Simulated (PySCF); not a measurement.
SiH₄, SMILES [SiH4].

Coordinates come from a B3LYP-D3(BJ)/def2-TZVPD optimisation. The isomer is the one that the SMILES or the coordinates give; other isomers of the formula were not compared.

Level of theory: B3LYP/def2-TZVPD in PySCF.

Symmetry labels are those of the subgroup D2 that the program uses (full group Td).

Computed valence orbital energies around the gap with their symmetry:
```csv
orbital,symmetry,energy (eV)
HOMO−7,A,-143.45
HOMO−6,B1,-98.76
HOMO−5,B2,-98.76
HOMO−4,B3,-98.76
HOMO−3,A,-14.95
HOMO−2,B1,-9.67
HOMO−1,B2,-9.67
HOMO,B3,-9.67
LUMO,A,0.14
LUMO+1,B1,0.67
LUMO+2,B2,0.67
LUMO+3,B3,0.67
```
